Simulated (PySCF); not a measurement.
## Chlorine: a sound run and one with changed settings

Sound run: Cl [Ne] 3s2 3p5, Cl⁺ [Ne] 3s2 3p4. All numbers are calculated (PySCF 2.14, the spin-free X2C one-electron Hamiltonian (Gaussian nucleus), in cc-pVTZ-DK). In the sound run the correlated levels freeze [Ne]. The sound run starts from symmetry-adapted Hartree-Fock orbitals and uses a fine grid where one is needed.

Changed run: the non-relativistic Hamiltonian (point nucleus). This setting is unsound on purpose.

```json
{"species": "Cl", "method": "UHF", "sound run (hartree)": "-460.89424", "changed run (hartree)": "-459.08731", "converged": "yes"}
{"species": "Cl", "method": "LDA", "sound run (hartree)": "-460.05887", "changed run (hartree)": "-458.25472", "converged": "yes"}
{"species": "Cl", "method": "MN15", "sound run (hartree)": "-461.64700", "changed run (hartree)": "-459.84346", "converged": "yes"}
{"species": "Cl", "method": "MP2", "sound run (hartree)": "-461.05230", "changed run (hartree)": "-459.24524", "converged": "yes"}
{"species": "Cl", "method": "CCSD(T)", "sound run (hartree)": "-461.08065", "changed run (hartree)": "-459.27368", "converged": "yes"}
{"species": "Cl⁺", "method": "UHF", "sound run (hartree)": "-460.46221", "changed run (hartree)": "-458.65428", "converged": "yes"}
{"species": "Cl⁺", "method": "LDA", "sound run (hartree)": "-459.57431", "changed run (hartree)": "-457.76917", "converged": "yes"}
{"species": "Cl⁺", "method": "MN15", "sound run (hartree)": "-461.16811", "changed run (hartree)": "-459.36348", "converged": "yes"}
{"species": "Cl⁺", "method": "MP2", "sound run (hartree)": "-460.58581", "changed run (hartree)": "-458.77785", "converged": "yes"}
{"species": "Cl⁺", "method": "CCSD(T)", "sound run (hartree)": "-460.61416", "changed run (hartree)": "-458.80632", "converged": "yes"}
```

Ionisation energy of Cl:

```
 method  sound run (eV)  changed run (eV)
    UHF          11.756            11.783
    LDA          13.185            13.212
   MN15          13.031            13.061
    MP2          12.694            12.718
SCS-MP2          12.692            12.717
   CCSD          12.658            12.682
CCSD(T)          12.694            12.718
```

Most of the change in total energy is the relativistic energy itself. On top of that the contraction fixes the core shape for the Hamiltonian it was made with, so the changed run is not a good calculation with the other Hamiltonian either.

For comparison, NIST gives 12.968 eV between the lowest levels.
